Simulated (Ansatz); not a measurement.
This Ansatz (a first-principles code) input (HF/cc-pVTZ) gives -189.10046 Eh with 132 basis functions. A basis named .json is the Basis Set Exchange file of that set (core-valence sets with the plain set on hydrogen).

Ansatz 0.2 input:
```yaml
crystal:
  periodic: [false, false, false]
  atoms:
    - {symbol: O, position_ang: [-1.05124578, -0.53895713, -0.04517009]}
    - {symbol: C, position_ang: [0.22159526, 0.58565329, 0.00865797]}
    - {symbol: O, position_ang: [1.25638181, 0.13571604, 0.12856953]}
    - {symbol: H, position_ang: [-0.77813459, -1.47076695, -0.15085754]}
    - {symbol: H, position_ang: [-0.30730441, 1.53440276, -0.05254589]}
    - {symbol: H, position_ang: [-1.88522068, -0.35162684, -0.51573992]}
basis:
  gaussian:
    orbitals: cc-pVTZ
    fitting: {mean_field: cc-pV5Z-JKFIT.json}
hamiltonian:
  xc: {name: HF}
total_charge: 1
magnetization: {spin_polarized: false}
```

Change:
```diff
- fitting: {mean_field: cc-pV5Z-JKFIT.json}
+ fitting: {mean_field: cc-pVTZ-JKFIT.json}
```

What does the run give now?

-189.10034 Eh (HF/cc-pVTZ, 132 functions), a change of +0.12 mEh.
